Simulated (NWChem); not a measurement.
## Basis-set dependence for CH3O

```
C
O 1 1.3603
H 2 0.9660 1 109.36
H 1 1.0920 2 113.76 3 175.90
H 1 1.0962 4 120.09 2 150.51
```
Charge 0, spin multiplicity 2.

Program: NWChem. The geometry was optimised at UB3LYP/def2-SVP, a minimum by its harmonic frequencies. It is one conformer; others weren't searched.

Hartree-Fock energies in Ha, correlation energies in mHa.

The correlated methods keep 2 core orbitals frozen. The Pople sets run with spherical d functions. The structure started from a generated list of species. The stability of the SCF solutions was not checked. Open-shell Hartree-Fock references start from PBE0 orbitals. No row is a measurement; the coupled-cluster row has its own basis-set and correlation limits.

| basis | functions | UHF | UMP2 | SCS-UMP2 | CCSD on ROHF | CCSD[T] on ROHF | CCSD(T) on ROHF | CCSD on UHF | CCSD[T] on UHF | CCSD(T) on UHF | URI-MP2 |
|---|---|---|---|---|---|---|---|---|---|---|---|
| 6-31G* | 34 | -114.40633 | -285.4 | -279.6 | -311.3 | -318.3 | -317.5 | -307.3 | -313.9 | -313.2 | not run |
| cc-pVDZ | 43 | -114.42366 | -309.7 | -305.0 | -337.5 | -345.7 | -345.1 | -333.4 | -341.3 | -340.7 | -309.7 |
| cc-pVTZ | 102 | -114.46196 | -393.2 | -390.1 | not run | not run | not run | not run | not run | not run | -393.2 |

From cc-pVDZ to cc-pVTZ the Hartree-Fock energy moves by -38.3 mHa and the UMP2 correlation energy by -83.6 mHa, which is 21 % of its value in the larger set.
